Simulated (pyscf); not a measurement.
Optimised with ωB97X-D3(BJ)/def2-SVP in PySCF. MP2 and CC: frozen core, UHF for open shells. ΔMP2 is the change of the MP2 total energy from the triple- to the quadruple-zeta basis.

Task: For propyne (HC≡C–CH₃) + water (H₂O) → H₂C=C(CH₃)–OH, an addition across a multiple bond or ene-type step (singlet surface; H–O broken, C–O, C–H formed), PBE/def2-TZVP gives ΔE‡ = 42.4 kcal/mol and ΔE = -36.1 kcal/mol (zero: the separated reactants). In which direction and how far do PBE0-D3(BJ)/def2-TZVP, ωB97M-D3(BJ)/def2-TZVP, CCSD(T)/def2-TZVPP + ΔMP2(QZVPP) move these?

Result: PBE0-D3(BJ): ΔE‡ = 45.4 kcal/mol, ΔE = -38.8 kcal/mol; ωB97M-D3(BJ): ΔE‡ = 49.1 kcal/mol, ΔE = -34.0 kcal/mol; CCSD(T): ΔE‡ = 53.7 kcal/mol, ΔE = -30.0 kcal/mol. PBE's barrier lies under all of them, by 3.0 to 11.4 kcal/mol. Its reaction energy lies among theirs. Low barriers are usual for a GGA, whose delocalisation error favours stretched bonds. On the product side the descent ends in a point that may be a rotor saddle (no frequency run), 1.9 kcal/mol over the lowest minimum found and 83.9 kcal/mol under the saddle at ωB97X-D3(BJ)/def2-TZVP. At ωB97X-D3(BJ)/def2-TZVP the barrier from the zero used here is 49.2 kcal/mol. One saddle was located; it need not be the lowest between these sides. The CCSD(T) − MP2 part came from Ansatz, without density fitting, on the same reference.
